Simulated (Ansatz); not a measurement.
Pb2ClO2: computed properties

Computed with DFT PBEsol, scalar-relativistic, plane waves, PAW in Ansatz.

Plane waves to 420 eV, a k mesh through Γ of 12×12×12 on the computed 5-atom cell and Gaussian smearing (0.10 eV); no spin polarisation.

The structure is relaxed at this level of theory with its symmetry kept. Whether it is the stable form of this composition wasn't checked.

```yaml
crystal:
  lattice:
    - [-1.96696, 1.96696, 6.17073]
    - [1.96696, -1.96696, 6.17073]
    - [1.96696, 1.96696, -6.17073]
  atoms:
    - { symbol: Pb, position: [0.15175, 0.15175, 0.00000] }
    - { symbol: Pb, position: [0.84825, 0.84825, 0.00000] }
    - { symbol: Cl, position: [0.50000, 0.50000, 0.00000] }
    - { symbol: O, position: [0.75000, 0.25000, 0.50000] }
    - { symbol: O, position: [0.25000, 0.75000, 0.50000] }
```

| Quantity | Value |
| --- | --- |
| Space group | I4/mmm (No. 139) |
| Volume per atom | 128.9 bohr³ |
| Formation energy from the elements' standard states (uncorrected) | -1.051 eV/atom |
| Kohn–Sham band gap | none (metal) |
| Density of states at the Fermi level | 2.68 states/eV per cell |
| Löwdin character within 0.5 eV of the Fermi level | O 2p 46 %, Pb 6s 26 %, Cl 3p 16 %, Pb 6p 11 % |
| Bulk modulus | 42 GPa |
| Its pressure derivative | 5.0 |
| Bader charges (e) | Pb (2 in the cell) 1.39, Cl (1 in the cell) -0.66, O (2 in the cell) -1.06 |

Spin-orbit coupling is left out, which matters for the bands of heavy elements. The cell has an odd number of electrons and was run without spin polarisation, which forces a half-filled band: energy, forces and stress belong to that artificial state.